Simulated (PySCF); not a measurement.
# Bond curve of OH⁺

Set-up: basis H def2-SVPD, O def2-SVPD; no relativity; PySCF 2.14. Energies in eV from H⁺ + O in their ground configurations at the same level. State: ³Σ⁻ (triplet), unpaired electrons π ↑↑.

All columns are PBEsol. A positive dipole points towards O; it is taken about the centre of mass and depends on that origin.

| R (Å) | E (eV) | μ (D) | Mulliken charge on H (basis-dependent) | HOMO (eV) | LUMO (eV) | Mayer bond order | ⟨S²⟩ |
| --- | --- | --- | --- | --- | --- | --- | --- |
| 0.893 | -4.482 | -1.95 | 0.31 | -24.13 | -19.63 | 0.86 | 2.00 |
| 0.934 | -4.778 | -2.04 | 0.35 | -23.88 | -19.46 | 0.83 | 2.00 |
| 0.976 | -4.958 | -2.13 | 0.40 | -23.64 | -19.30 | 0.80 | 2.00 |
| 1.007 | -5.034 | -2.20 | 0.43 | -23.45 | -19.18 | 0.77 | 2.00 |
| 1.038 | -5.069 | -2.27 | 0.45 | -23.26 | -19.06 | 0.75 | 2.00 |
| 1.069 | -5.072 | -2.35 | 0.48 | -23.08 | -18.95 | 0.72 | 2.01 |
| 1.111 | -5.035 | -2.45 | 0.51 | -22.83 | -18.79 | 0.70 | 2.01 |
| 1.163 | -4.941 | -2.58 | 0.54 | -22.51 | -18.60 | 0.66 | 2.01 |
| 1.225 | -4.780 | -2.75 | 0.58 | -22.14 | -18.38 | 0.63 | 2.01 |
| 1.308 | -4.516 | -2.98 | 0.61 | -21.65 | -18.09 | 0.59 | 2.01 |

A fit through these points gives, at Re = 1.056 Å, μ = -2.31 D and dμ/dR = -2.40 D/Å; the reduced mass is 0.9481 u.

How strong is the fundamental in the double-harmonic approximation, I = 42.26·(dμ/dR)²/μred km/mol?

I = 42.26·(-2.40)²/0.9481 = 257 km/mol at PBEsol.

For an ion De counts to the pair picked by the measured ionisation energies or electron affinities, which need not be the lowest pair at this level. The state was picked by a PBE0 search and need not be the measured ground state.
